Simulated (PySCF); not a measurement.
**AlH (SMILES [AlH]) at PBE0/def2-TZVPPD**

What is the vertical ionisation energy of AlH at PBE0/def2-TZVPPD? 

The results are computed with PySCF 2.14.0.

3 further runs of the same task are left out: 3 set aside as unsound or not needed.

## (1) Starting point

The species is AlH (2 atoms), meant as a singlet with charge 0. SMILES: `[AlH]`. The coordinates come from a PBE0-D4/def2-TZVP relaxation.

Bond lengths: Al1–H2 1.665 Å.

## (2) A single-point energy at PBE0/def2-TZVPPD

File geometry.xyz:

```xyz
2

Al     0.000000     0.000000    -0.025640
H      0.000000     0.000000     1.639110
```

File run.py:

```python
from pyscf import gto, dft

molecule = gto.M(
    atom='geometry.xyz',
    basis='def2-tzvppd',
    charge=0,
    spin=0,
    verbose=4,
    max_memory=1860,
)

mf = dft.RKS(molecule, xc='pbe0')
mf.grids.level = 5
mf.conv_tol = 1e-10
mf.kernel()
if not mf.converged:
    mf = mf.newton().run(mf.mo_coeff, mf.mo_occ)

energy = mf.e_tot
print('Final energy', energy)
```

On the command line:

```bash
$ OMP_NUM_THREADS=1 python run.py
```

What it wrote:

```text
PySCF version 2.14.0

[INPUT] num. atoms = 2
[INPUT] num. electrons = 14
[INPUT] charge = 0
[INPUT] spin (= nelec alpha-beta = 2S) = 0
[INPUT] symmetry False subgroup None
[INPUT] Mole.unit = angstrom
[INPUT] Symbol           X                Y                Z      unit          X                Y                Z       unit  Magmom
[INPUT]  1 Al     0.000000000000   0.000000000000  -0.025640000000 AA    0.000000000000   0.000000000000  -0.048452577834 Bohr   0.0
[INPUT]  2 H      0.000000000000   0.000000000000   1.639110000000 AA    0.000000000000   0.000000000000   3.097468988036 Bohr   0.0

nuclear repulsion = 4.13233442977024
number of shells = 23
number of NR pGTOs = 88
number of NR cGTOs = 65
basis = def2-tzvppd
ecp = {}

******** <class 'pyscf.dft.rks.RKS'> ********
method = RKS
initial guess = minao
damping factor = 0
level_shift factor = 0
DIIS = <class 'pyscf.scf.diis.CDIIS'>
diis_start_cycle = 1
diis_space = 8
diis_damp = 0
SCF conv_tol = 1e-10
SCF conv_tol_grad = None
SCF max_cycles = 50
direct_scf = True
direct_scf_tol = 1e-13
XC library pyscf.dft.libxc version 7.0.0
    S. Lehtola, C. Steigemann, M. J.T. Oliveira, and M. A.L. Marques.,  SoftwareX 7, 1–5 (2018)
XC functionals = pbe0
radial grids:
    Treutler-Ahlrichs [JCP 102, 346 (1995); DOI:10.1063/1.469408] (M4) radial grids

becke partition: Becke, JCP 88, 2547 (1988); DOI:10.1063/1.454033
pruning grids: <function nwchem_prune>
grids dens level: 5
symmetrized grids: False
atomic radii adjust function: <function treutler_atomic_radii_adjust>
small_rho_cutoff = 0
Set gradient conv threshold to 1e-05
Initial guess from minao.
tot grids = 66592
init E= -242.722180432281
  HOMO = -0.198848456058375  LUMO = -0.0737549404910347  gap/eV = 3.40397
cycle= 1 E= -242.852052357924  delta_E= -0.13  |g|= 0.149  |ddm|= 0.86
  HOMO = -0.209721549085671  LUMO = -0.0713687019898143  gap/eV = 3.76477
cycle= 2 E= -242.858132318149  delta_E= -0.00608  |g|= 0.0799  |ddm|= 0.278
  HOMO = -0.213073708304343  LUMO = -0.0658967474525715  gap/eV = 4.00489
cycle= 3 E= -242.860156698127  delta_E= -0.00202  |g|= 0.00744  |ddm|= 0.0954
  HOMO = -0.214252670725173  LUMO = -0.0660424260670966  gap/eV = 4.03301
cycle= 4 E= -242.860164334698  delta_E= -7.64e-06  |g|= 0.00112  |ddm|= 0.00654
  HOMO = -0.214270102261063  LUMO = -0.0661156961729426  gap/eV = 4.03149
cycle= 5 E= -242.860164928177  delta_E= -5.93e-07  |g|= 0.000228  |ddm|= 0.0023
  HOMO = -0.214248182321455  LUMO = -0.066095463366979  gap/eV = 4.03144
cycle= 6 E= -242.860164943546  delta_E= -1.54e-08  |g|= 3e-05  |ddm|= 0.000269
  HOMO = -0.214240626847914  LUMO = -0.0660915449250731  gap/eV = 4.03134
cycle= 7 E= -242.860164943772  delta_E= -2.25e-10  |g|= 2.48e-06  |ddm|= 5.67e-05
  HOMO = -0.214241809878041  LUMO = -0.0660926555124195  gap/eV = 4.03134
cycle= 8 E= -242.860164943773  delta_E= -1.88e-12  |g|= 4.03e-07  |ddm|= 5.84e-06
  HOMO = -0.214241661207703  LUMO = -0.0660925125323617  gap/eV = 4.03134
Extra cycle  E= -242.860164943774  delta_E= -9.09e-13  |g|= 2.05e-07  |ddm|= 1.21e-06
converged SCF energy = -242.860164943774
Final energy -242.86016494377438
```

It took 2.2 s on 1 thread of Arm Neoverse V2, shared host; peak memory 0.3 GiB.

## (3) The doublet cation

File input.py:

```python
from pyscf import gto, dft

mol = gto.M(
    atom='Al -0.000000 0.000000 -0.025640; H 0.000000 -0.000000 1.639110',
    verbose=4,
    basis='def2-tzvppd',
    max_memory=1860,
    spin=1,
    charge=1,
)

ks = dft.UKS(mol)
ks.xc = 'pbe0'
ks.grids.level = 5
ks.conv_tol = 1e-10
ks.kernel()
if not ks.converged:
    ks = ks.newton().run(ks.mo_coeff, ks.mo_occ)

etot = ks.e_tot
print('E(%s) = %.9f' % ('PBE0', etot))
```

On the command line:

```bash
$ OMP_NUM_THREADS=1 python input.py
```

What it wrote:

```text
PySCF version 2.14.0

[INPUT] num. atoms = 2
[INPUT] num. electrons = 13
[INPUT] charge = 1
[INPUT] spin (= nelec alpha-beta = 2S) = 1
[INPUT] symmetry False subgroup None
[INPUT] Mole.unit = angstrom
[INPUT] Symbol           X                Y                Z      unit          X                Y                Z       unit  Magmom
[INPUT]  1 Al     0.000000000000   0.000000000000  -0.025640000000 AA    0.000000000000   0.000000000000  -0.048452577834 Bohr   0.0
[INPUT]  2 H      0.000000000000   0.000000000000   1.639110000000 AA    0.000000000000   0.000000000000   3.097468988036 Bohr   0.0

nuclear repulsion = 4.13233442977024
number of shells = 23
number of NR pGTOs = 88
number of NR cGTOs = 65
basis = def2-tzvppd
ecp = {}

******** <class 'pyscf.dft.uks.UKS'> ********
method = UKS
initial guess = minao
damping factor = 0
level_shift factor = 0
DIIS = <class 'pyscf.scf.diis.CDIIS'>
diis_start_cycle = 1
diis_space = 8
diis_damp = 0
SCF conv_tol = 1e-10
SCF conv_tol_grad = None
SCF max_cycles = 50
direct_scf = True
direct_scf_tol = 1e-13
number electrons alpha = 7  beta = 6
XC library pyscf.dft.libxc version 7.0.0
    S. Lehtola, C. Steigemann, M. J.T. Oliveira, and M. A.L. Marques.,  SoftwareX 7, 1–5 (2018)
XC functionals = pbe0
radial grids:
    Treutler-Ahlrichs [JCP 102, 346 (1995); DOI:10.1063/1.469408] (M4) radial grids

becke partition: Becke, JCP 88, 2547 (1988); DOI:10.1063/1.454033
pruning grids: <function nwchem_prune>
grids dens level: 5
symmetrized grids: False
atomic radii adjust function: <function treutler_atomic_radii_adjust>
small_rho_cutoff = 0
Set gradient conv threshold to 1e-05
tot grids = 66592
init E= -242.722180432281
[... the frontier-level lines of each cycle are left out ...]

cycle= 1 E= -242.539095131175  delta_E= 0.183  |g|= 0.144  |ddm|= 0.771
cycle= 2 E= -242.558405528705  delta_E= -0.0193  |g|= 0.087  |ddm|= 0.545
cycle= 3 E= -242.561286530585  delta_E= -0.00288  |g|= 0.0103  |ddm|= 0.101
cycle= 4 E= -242.561417733074  delta_E= -0.000131  |g|= 0.00292  |ddm|= 0.0263
cycle= 5 E= -242.561430561879  delta_E= -1.28e-05  |g|= 0.000842  |ddm|= 0.00744
cycle= 6 E= -242.561431773139  delta_E= -1.21e-06  |g|= 0.000329  |ddm|= 0.00236
cycle= 7 E= -242.561432007017  delta_E= -2.34e-07  |g|= 8.4e-05  |ddm|= 0.00104
cycle= 8 E= -242.561432038831  delta_E= -3.18e-08  |g|= 3.14e-05  |ddm|= 0.000485
cycle= 9 E= -242.561432041512  delta_E= -2.68e-09  |g|= 2.73e-06  |ddm|= 0.000141
cycle= 10 E= -242.56143204153  delta_E= -1.71e-11  |g|= 4.06e-07  |ddm|= 1e-05
Extra cycle  E= -242.56143204153  delta_E= -5.68e-14  |g|= 1.23e-07  |ddm|= 7.9e-07
converged SCF energy = -242.56143204153  <S^2> = 0.76115939  2S+1 = 2.0111284
E(PBE0) = -242.561432042
```

It took 4.2 s on 1 thread of Arm Neoverse V2, shared host; peak memory 0.31 GiB.

## (4) What came out

Level: PBE0/def2-TZVPPD.

| quantity | value |
| --- | --- |
| singlet AlH: total energy | -242.86016 Eh |
| singlet AlH: dipole moment | 0.12 D |
| singlet AlH: HOMO energy | -5.83 eV |
| singlet AlH: LUMO energy | -1.80 eV |
| singlet AlH: HOMO–LUMO gap | 4.03 eV |
| doublet cation: total energy | -242.56143 Eh |
| doublet cation: HOMO energy (highest over α and β) | -14.11 eV |
| doublet cation: LUMO energy (lowest over α and β) | -10.39 eV |
| doublet cation: ⟨S²⟩ | 0.761 |
| vertical ionisation energy (to the doublet cation) | 8.129 eV |

The vertical ionisation energy comes to 8.13 eV (784 kJ/mol). The negative HOMO energy of the first species, 5.83 eV, lies 2.30 eV below that difference.
